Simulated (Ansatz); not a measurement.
## AlH$_{3}$O, triplet: from triple and quadruple zeta to the limit

```yaml
atoms:
  - { symbol: Al, position_ang: [-1.0397, 0.0000, 0.0000] }
  - { symbol: H, position_ang: [-1.8326, 1.3734, 0.0000] }
  - { symbol: H, position_ang: [-1.8326, -1.3734, 0.0000] }
  - { symbol: H, position_ang: [0.9353, 0.0000, 0.0000] }
  - { symbol: O, position_ang: [1.9253, 0.0000, 0.0000] }
```

Connectivity, by distances: AlH2 ··· OH.

Ansatz 0.2.0, UHF determinant, valence electrons correlated. Energies in eV.

```json
{"set": "def2-TZVPP", "X": "3", "functions": "115", "Hartree–Fock": "-8665.0960", "MP2 correlation": "-7.4833", "CCSD(T) correlation": "-8.5888", "time": "24 s on 1 × NVIDIA H100 80GB HBM3 with 1 thread of AMD EPYC 7R13 Processor (Zen 3) (shared host)"}
{"set": "def2-QZVPP", "X": "4", "functions": "217", "Hartree–Fock": "-8665.3964", "MP2 correlation": "-8.1246", "CCSD(T) correlation": "-9.1743", "time": "35 s on 1 × NVIDIA H100 80GB HBM3 with 1 thread of AMD EPYC 7R13 Processor (Zen 3) (shared host)"}
```

Hartree–Fock is taken to follow E(X) = E∞ + A·exp(−7.88·√X), correlation E(X) = E∞ + B·X^−2.97.

Cautions: lower spins were not checked.

Problem. Work out the CCSD(T) energy at the limit, and how far the shortcut misses it that extrapolates MP2 and adds CCSD(T) minus MP2 from the smaller set.

Solution. Hartree–Fock: E∞ = E4 + 0.1377·(E4 − E3) = -8665.4378. Correlation: E∞ = E4 + 0.7407·(E4 − E3) = -9.6080 for CCSD(T) and -8.5997 for MP2. The limit is -8675.0458 eV, 0.475 eV below def2-QZVPP. The shortcut gives a correlation energy of -8.5997 + (-1.1055) = -9.7051, 97 meV lower than the direct value.

Past Ne part of the Hartree–Fock step between the two sets comes from the cores, which don't follow the formula, so the 41 meV that it adds to the total can overshoot; that part largely cancels in differences.
